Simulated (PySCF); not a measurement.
A spin–spin coupling run with PySCF 2.14.0 with density-fitted response routines (density fitting, non-relativistic, gas phase) on `COCCC#[O+]`, [C4H7O2]+:

```
{"job": {"kind": "j", "xc": "B3LYP", "basis": "pcJ-1"}, "charge": 1, "multiplicity": 1}
C      2.035487     0.074946    -0.158717
O      0.651022     0.313492    -0.376660
C     -0.187325    -0.381545     0.493019
C     -1.627995    -0.289194    -0.134610
C     -1.888835     1.042066    -0.401793
O     -2.042293     2.127767    -0.603862
H      2.268426    -0.987747    -0.268411
H      2.558500     0.644983    -0.921711
H      2.340952     0.416762     0.832876
H      0.089504    -1.443751     0.568978
H     -0.195353     0.058083     1.500987
H     -2.377128    -0.727934     0.536040
H     -1.629350    -0.847442    -1.083863
```

Hardware: 1 thread of an x86-64 server CPU, shared host. The job also computes field gradients.

Q: How large is the calculation?

A: 46 electrons, 232 basis functions and 829 auxiliary functions.

Q: How long does it take?

A: 22 s of wall time, with 14 SCF cycles. Times on a shared host scatter by some tens of per cent.

Q: And these other runs on the same molecule and hardware: GIAO shielding at PBE0/pcSseg-1?

A: PBE0/pcSseg-1: 137 functions, 11 s.
